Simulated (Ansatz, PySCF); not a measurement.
Ligands exchanged one at a time, B F-Br. Isolated molecules, 0 K electronic values unless said otherwise. Strings in code marks are SMILES.

Quantity: redistribution energy (mixed species minus the weighted end members), in kJ/mol.

Level 1: frozen-core MP2/cc-pVTZ // B3LYP-D3(BJ)/def2-TZVP (Ansatz, an electronic-structure program)
Level 2: PBE/6-31G* // B3LYP-D3(BJ)/def2-TZVP (PySCF)
Level 3: HF/3-21G // B3LYP-D3(BJ)/def2-TZVP (PySCF)
Level 4: HF/6-31G* // B3LYP-D3(BJ)/def2-TZVP (PySCF)

| species | level 1 | level 2 | level 3 | level 4 |
|---|---|---|---|---|
| 1 of 3 F replaced by Br: `FB(F)Br` | 8.19 | 1.11 | 12.30 | 5.25 |
| 2 of 3 F replaced by Br: `FB(Br)Br` | 10.12 | 2.37 | 13.29 | 7.06 |
